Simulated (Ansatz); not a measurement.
`C[NH]` radical. The species carries charge 0 and has multiplicity 2.

```xyz
6

C     0.317   -0.042   -0.183
N    -0.942   -0.517    0.301
H     0.191    0.835   -0.837
H     0.834   -0.822   -0.745
H     0.969    0.291    0.639
H    -1.369    0.254    0.824
```

Problem. What are the harmonic wavenumbers in cm⁻¹ at PBE0-D4/def2-TZVP (Ansatz, finite differences of forces, unscaled)? (Best estimate.)

Solution. The calculation gave: 254, 946, 1008, 1076, 1332, 1386, 1470, 1479, 2971, 3015, 3114, 3420.

Problem. Is this a minimum?

Solution. Yes, all 12 modes are real.

Problem. Give the ideal-gas thermochemistry at 298.15 K and 1 bar (rigid rotor, harmonic oscillator; point group Cs, symmetry number 1).

Solution. Zero-point energy 128.4 kJ/mol; H(298) − E = 140.0 kJ/mol; entropy 244.9 J/(mol·K), of which translation 151.3, rotation 79.3, vibration 8.6, electronic 5.8; G(298) − E = 66.9 kJ/mol.

Problem. Rotational constants (cm⁻¹)?

Solution. 4.176, 0.8574, 0.8185.
